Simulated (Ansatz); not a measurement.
`S=C1OCO1` at its PBE0-D4/def2-TZVP geometry, where that method's forces vanish. The species carries charge 0 and has multiplicity 1.

```xyz
7

S    -0.8692   -2.4459   -0.3533
C    -0.3405   -0.9580   -0.1384
O    -0.0659    0.0472   -1.0106
C     0.2960    0.8330    0.1203
O    -0.0098   -0.2602    0.9798
H     1.3547    1.0964    0.1312
H    -0.3655    1.6875    0.2709
```

(1) What forces (eV/Å) does r2SCAN-D4/def2-TZVPP give on these atoms in the Gaussian-basis code of Ansatz? (Best estimate.)

## Answers

(1) Computed: 
```
S1  -0.057 -0.161 -0.023
C2  -0.143 -0.402 -0.058
O3   0.004  0.152 -0.593
C4   0.170  0.478  0.069
O5   0.038 -0.034  0.610
H6  -0.007 -0.015 -0.002
H7  -0.004 -0.016 -0.002
```
